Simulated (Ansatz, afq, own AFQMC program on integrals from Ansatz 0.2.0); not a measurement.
**Si2H3⁺, singlet in aug-cc-pVDZ, levels against CCSDT(Q)**

```yaml
atoms:
  - { symbol: Si, position_ang: [0.0000, 0.0235, 1.0897] }
  - { symbol: Si, position_ang: [0.0000, -0.0769, -1.1897] }
  - { symbol: H, position_ang: [0.0000, 1.2166, 1.9857] }
  - { symbol: H, position_ang: [0.0000, -1.1800, 1.9697] }
  - { symbol: H, position_ang: [0.0000, 1.4507, -1.1705] }
```

Connectivity, by distances: SiH2–SiH.

Basis aug-cc-pVDZ. Noble-gas cores (and the filled d shells of Ga–Kr and In–Xe) are frozen. Ansatz 0.2.0 and our own AFQMC program on the same integrals; the CISD trial comes from CCSD amplitudes, and released means the phaseless constraint is let go. Uncertainties: one standard error, sampling alone.

Determinant: RHF, the one that the program's search chose, which needn't be the lowest solution. The geometry is a PBE0/def2-TZVP stationary point of this or a neighbouring charge and spin state.

No full CI on the walks' own integrals is used here; CCSDT(Q) serves as the reference and is uncertain by about the last step of the cluster series.

Cautions: restricted determinant unstable towards unrestricted (UHF 267 meV lower, ⟨S²⟩ 0.68); the released energies are still falling, so no released level is given (meV from the phaseless value at times in 1/Eh: -2 ± 3 at 0.24, -4 ± 4 at 0.51, -7 ± 4 at 0.99, -10 ± 4 at 1.62, -14 ± 4 at 2.40), though the last usable value meets CCSDT(Q) within the noise.

```
T1 diagnostic                               : 0.0138
weight of the determinant in the CISD state : 0.858
size of the correlated space                : 10 electrons in 71 orbitals
```

```json
{"level": "MP2", "correlation energy (eV)": "-4.3386"}
{"level": "CCSD", "correlation energy (eV)": "-5.5676"}
{"level": "CCSD(T)", "correlation energy (eV)": "-5.7198"}
```

(1) Estimate where phaseless AFQMC with a CISD trial lies against CCSD(T) on the same integrals.

(1) 1.16 ± 0.15 mEh below CCSD(T).

Reference: CCSDT(Q), correlation energy -5.764 eV.

```tsv
level	E − E(reference) (mEh)	share of correlation (%)
CCSD(T)	1.62	99.24
CCSDT	0.31	99.85
ph-AFQMC/CISD	0.46 ± 0.15	99.78
```

A walk keeps the symmetry of its determinant, which the program's search chose and which needn't be the lowest solution, so a lower state of the same spin and another symmetry isn't excluded.
